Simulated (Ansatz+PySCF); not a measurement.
A calculation with Ansatz (development build ahead of 0.2.0).

```yaml
crystal:
  periodic: [false, false, false]
  atoms:
    - { symbol: H, position_ang: [0.0, -1.02256, -1.19162] }
    - { symbol: C, position_ang: [0.0, -0.04336, -0.7275] }
    - { symbol: C, position_ang: [0.0, 0.04807, 0.6938] }
    - { symbol: H, position_ang: [0.0, 1.11366, 1.14406] }
    - { symbol: H, position_ang: [0.0, 0.84366, -1.35017] }
    - { symbol: O, position_ang: [0.0, -0.93948, 1.43142] }
basis:
  gaussian: { orbitals: cc-pVTZ }
magnetization:
  spin_polarized: true
  initial_magnetization: 1
hamiltonian:
  xc: hf
correlation:
  method: mp2
  frozen_orbitals: { C: 1, H: 0, O: 1 }
output:
  forces: true
```

The input is written out in the form of the current development build from the run's settings.

Output:

```
Converged                                                          : yes
Reference energy                                                   : -152.35493 hartree
Correlation energy                                                 : -0.51093 hartree
Total energy                                                       : -152.86585 hartree
Spin squared of the determinant                                    : 0.925
Stability test                                                     : minimum
Occupied orbitals by symmetry in an Abelian subgroup (alpha; beta) : 10 A' 2 A''; 10 A' 1 A''
```

Forces (eV/Å):
```json
{"atom": "H1", "Fx": "0.000", "Fy": "0.166", "Fz": "0.152"}
{"atom": "C2", "Fx": "0.000", "Fy": "0.041", "Fz": "-0.579"}
{"atom": "C3", "Fx": "0.000", "Fy": "-1.165", "Fz": "2.753"}
{"atom": "H4", "Fx": "0.000", "Fy": "-1.354", "Fz": "-0.649"}
{"atom": "H5", "Fx": "0.000", "Fy": "-0.141", "Fz": "0.147"}
{"atom": "O6", "Fx": "0.000", "Fy": "2.453", "Fz": "-1.824"}
```

Caution: the unrestricted determinant is spin contaminated; forces differ strongly between restricted and unrestricted references.
